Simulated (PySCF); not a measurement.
# C₄H₁₀P₂: electronic excitations

Aim: predict the electronic excitations of C₄H₁₀P₂ (`C/C=P\P(C)C`).

Computed with PySCF 2.14.0, with density-fitted response routines of our own, on a single molecule in the gas phase. Atoms are numbered from 0 throughout.

**1. The starting structure**

16 atoms, charge 0, multiplicity 1; geometry from: GFN2-xTB.

Bonds of the start (Å): C0–C1 1.49, C1–P2 1.67, P2–P3 2.20, P3–C4 1.85, P3–C5 1.86, C0–H6 1.09, C0–H7 1.09, C0–H8 1.09, C1–H9 1.09, C4–H10 1.09, C4–H11 1.09, C4–H12 1.09, C5–H13 1.09, C5–H14 1.09, C5–H15 1.09.

**2. TDDFT and polarisability: B3LYP/def2-SVPD**

What the job is given:

```
{"job": {"kind": "uv", "xc": "B3LYP", "basis": "def2-SVPD", "nstates": 8, "ntriplets": 3}, "charge": 0, "multiplicity": 1}
C      2.471436    -0.279586     0.528789
C      2.058555     0.509639    -0.661629
P      0.539980     1.022098    -1.143644
P     -0.736710     0.289507     0.490006
C     -2.251003     1.237823    -0.006612
C     -1.200307    -1.349962    -0.259268
H      1.628905    -0.472804     1.190368
H      2.900748    -1.232454     0.212618
H      3.244248     0.256888     1.081535
H      2.870460     0.774234    -1.331151
H     -2.474536     1.113955    -1.065352
H     -2.091673     2.293434     0.207547
H     -3.093095     0.885182     0.587332
H     -0.345489    -2.021862    -0.207801
H     -1.513891    -1.241578    -1.296576
H     -2.015228    -1.775571     0.323735
```

With the program's defaults for keys left out, this is: TDDFT B3LYP/def2-SVPD, vertical, gas phase, core orbitals frozen in the response.

The run is started by

```bash
OMP_NUM_THREADS=1 python probes_run.py task.json out
```

One launch serves the whole session: the jobs run in the order shown.

What will the session give for the following? lowest singlet (B3LYP/def2-SVPD); brightest single state of those computed; lowest triplet; surface potential, 1st and 99th percentile. Wanted: lowest singlet; brightest single state of those computed; lowest triplet; surface potential, 1st and 99th percentile.

**Answer**, as computed:

```
                                quantity                        value
        lowest singlet (B3LYP/def2-SVPD)  3.42 eV (363 nm), f = 0.011
brightest single state of those computed  state 3, 5.43 eV, f = 0.203
                          lowest triplet                      2.72 eV
   surface potential, 1st and 99th percentile           -0.91 V and 0.76 V
```

In words: The lowest singlet, at 3.42 eV, is HOMO→LUMO 0.95 and is weak; of the 8 states computed, the strongest absorption comes from state 3 at 5.43 eV. The lowest triplet lies 0.69 eV below the lowest singlet (triplets in Tamm-Dancoff, singlets in full TDDFT). By nearest atom (B3LYP/def2-SVPD), the HOMO sits on P3 48 %; P2 26 % and the LUMO on P2 40 %; C1 32 %.
